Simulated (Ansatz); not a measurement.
System: HgS (P3₂21, No. 154). Method: HSE06 (Ansatz, a quantum-chemistry and plane-wave program, plane waves, PAW).

Numerical settings: plane-wave cutoff 500 eV, 12×12×4 k mesh (along the axes of the cell as run), Fermi–Dirac smearing 0.05 eV, scalar-relativistic PAW data made under PBE.

Cell (relaxed at this level):

```yaml
crystal:
  lattice:
    - [2.19957, -3.80976, 0.00000]
    - [2.19957, 3.80976, 0.00000]
    - [0.00000, 0.00000, 9.71406]
  atoms:
    - { symbol: Hg, position: [0.76762, 0.00000, 0.66667] }
    - { symbol: Hg, position: [0.00000, 0.76762, 0.33333] }
    - { symbol: Hg, position: [0.23238, 0.23238, 0.00000] }
    - { symbol: S, position: [0.44769, 0.00000, 0.16667] }
    - { symbol: S, position: [0.00000, 0.44769, 0.83333] }
    - { symbol: S, position: [0.55231, 0.55231, 0.50000] }
```

Give the computed band gap.


band gap: 2.85 eV (on the SCF k mesh)

Note: exact exchange on metals is sensitive to the k mesh and can open a false gap; the volume lies 15 % above that of the published cell.

Spin–orbit coupling is not included.
